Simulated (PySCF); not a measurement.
Delta-SCF ions had no search for a lower state. Excitations are Tamm–Dancoff values on a coarser integration grid. The basis has no diffuse functions, so Rydberg states are missing or too high.

**BF3, SMILES `FB(F)F` (charge 0, multiplicity 1)**

All values below come from PySCF 2.14.0 with PBE-D3(BJ)/def2-TZVP // B3LYP-D3(BJ)/def2-TZVP.

The HOMO is -10.00 eV, the dipole moment comes out as 0.00 D and the HOMO–LUMO gap is 9.61 eV. The LUMO is -0.39 eV, the S1 excitation (TDA) is 9.70 eV and the S1 oscillator strength comes out as 0.000. The T1 excitation (TDA) is 9.45 eV and the S1–T1 gap (TDA) is 0.26 eV. The vertical ionisation energy (Delta-SCF) is 14.42 eV, the total energy comes out as -324.3864 Ha and the cost comes out as around 30 core-seconds (rough).

```xyz
4

F      1.1776    -0.5816     0.0769
B      0.0000     0.0000     0.0000
F     -1.0914    -0.7312    -0.0706
F     -0.0861     1.3128    -0.0064
```
